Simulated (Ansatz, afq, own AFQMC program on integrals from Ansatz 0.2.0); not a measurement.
AFQMC on a folder of integrals that Ansatz 0.2.0 wrote.

```yaml
crystal:
  periodic: [false, false, false]
  atoms:
    - {symbol: B, position_ang: [0.000000, 0.000000, 0.668909]}
    - {symbol: O, position_ang: [0.000000, 0.000000, -0.612266]}
    - {symbol: H, position_ang: [0.000000, 1.050271, 1.272063]}
    - {symbol: H, position_ang: [0.000000, -1.050271, 1.272063]}
basis:
  gaussian: {orbitals: cc-pVDZ}
magnetization: {spin_polarized: true, initial_magnetization: 3}
correlation: {method: ccsd_t, electrons: outside_noble_gas, hamiltonian_folder: ham}
```

```sh
$ ansatz run in.yaml --threads 1 --pin off --events-out ev --progress --plain --max-ram 16896MiB --backend cuda --devices 0, --max-vram 18GiB
```

afq runs on the folder ham with

```
--method phaseless --trial cisd --walkers 4000 --populations 20 --least-time 60 --time-step 0.005 --steps-per-block 50 --equilibration-blocks 28 --max-blocks 4000 --target-error 0.0002 --factor-cut 1e-05 --start spin_pure --seed 4959 --release-times 0.24,0.51,0.99,1.62,2.4 --release-step 0.03 --release-every 3 --taylor-order 6
```

Times are imaginary, in 1/Eh. The walk had a cap of 122 s. With eight or more populations the least sampling time is a fifth of least-time, and the error comes from their spread.

Log:

```
orbitals 36  electrons 7 4  factors 275 of 344
reference energy -100.46838579 Eh
CCSD correlation -0.24817885 Eh in 11 cycles, weight of the determinant in the CISD state 0.8947
energy of the start -100.715644 Eh
 block  time / (1/Eh)  mean weight  energy / Eh
     1     0.250  1.0001  -100.714162
     2     0.500  1.0000  -100.716651
     3     0.750  0.9999  -100.718646
     4     1.000  1.0003  -100.720302
     5     1.250  1.0003  -100.721059
    12     3.000  0.9996  -100.722708
    19     4.750  1.0001  -100.722626
    26     6.500  1.0002  -100.722962
    33     8.250  0.9995  -100.721764
    37     9.250  0.9999  -100.725018
    40    10.000  1.0001  -100.722140
    43    10.750  1.0000  -100.721347
    47    11.750  0.9997  -100.722186
    54    13.500  1.0002  -100.721800
    61    15.250  1.0002  -100.722484
    68    17.000  0.9996  -100.722259
    75    18.750  0.9997  -100.722841
    78    19.500  1.0005  -100.721940
error from the spread of 20 populations
released: time / (1/Eh)  energy / Eh  error  mean overlap
  0.24  -100.722681  0.000086  0.9981
  0.51  -100.723024  0.000073  0.9975
  0.99  -100.723156  0.000073  0.9993
  1.62  -100.723232  0.000125  1.0023
  2.40  -100.723355  0.000154  1.0013
energy -100.722313 +/- 0.000103 Eh
(rows thinned)
```

The run passed its tests (sampling time, drift between the halves within three errors, error under three times the target), which doesn't prove that it has relaxed.

Against this walk (error 2.8 meV) on the same determinant: CCSD(T) 4.6 meV higher (within the noise), CCSDT(Q) 31.5 meV lower. The error is statistical and leaves out the bias of the constraint. The released energies are still falling (meV from the phaseless value at times in 1/Eh: -10.0 ± 2.3 at 0.24, -19.3 ± 2.0 at 0.51, -22.9 ± 2.0 at 0.99, -25 ± 3 at 1.62, -28 ± 4 at 2.40), so they give no level; they do show a bias of the constraint, and the last of them that isn't too noisy lies 3 meV above CCSDT(Q). CCSDT(Q) is the surest value here, so the walk's 31 meV above it is most likely the bias of the constraint with this trial, which can have either sign.

Cautions: constraint bias not in the error; another spin lies lower (by 6.99 eV).

The walk took 45 s on 1 × NVIDIA H100 80GB HBM3 with 2 threads of AMD EPYC 7R13 Processor (Zen 3), on a shared host (the card was shared). The log's last line is the phaseless energy.

CCSDT and higher add their correlation energy to the determinant of the CCSD(T) run, since their own runs factorise the integrals more tightly (a shift of under 2 meV). A walk keeps the symmetry of its determinant, which the program's search chose and which needn't be the lowest solution, so a lower state of the same spin and another symmetry isn't excluded.
